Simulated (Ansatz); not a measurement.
Relaxation of CH$_{3}$BF (6 atoms, charge -1, multiplicity 1), to a largest force component of 0.015 eV/Å in at most 40 steps.

These are results of Ansatz 0.2.0, RKS revPBE-D4/STO-3G, not measurements.

```xyz
6
Properties=species:S:1:pos:R:3:forces:R:3
C -0.579 0.209 -0.447 0.68 -0.34 -0.04
B 0.541 -0.208 0.339 0.19 0.19 1.66
F 0.602 -0.015 1.759 -0.07 -0.14 -1.08
H -0.636 0.067 -1.529 -0.12 -0.01 -0.46
H -1.475 0.698 -0.060 -0.45 0.24 0.19
H 1.547 -0.751 -0.062 -0.23 0.06 -0.27
```

**Question.** Where does it end, and by what steps?

**Answer.** The run converged. Limits of this set-up: minimal basis, an anion without diffuse functions, the dipole of an ion depends on the origin. After 4 steps the energy has fallen by 0.046 eV; H6 moved furthest, 0.04 Å.

| step | energy less start (eV) | largest force component (eV/Å) | accepted |
| --- | --- | --- | --- |
| 0 | 0.0000 | 1.659 | yes |
| 1 | -0.0382 | 0.732 | yes |
| 2 | -0.0392 | 0.313 | yes |
| 3 | -0.0455 | 0.067 | yes |
| 4 | -0.0457 | 0.011 | yes |

```xyz
6
Properties=species:S:1:pos:R:3
C -0.568 0.204 -0.438
B 0.540 -0.200 0.376
F 0.615 -0.022 1.760
H -0.616 0.057 -1.533
H -1.488 0.701 -0.073
H 1.516 -0.741 -0.092
```

Whether the end is a true minimum wasn't checked by a vibrational analysis.

The run took 4.9 s on 1 thread of Arm Neoverse V1 (shared host), peak memory 0.11 GiB.
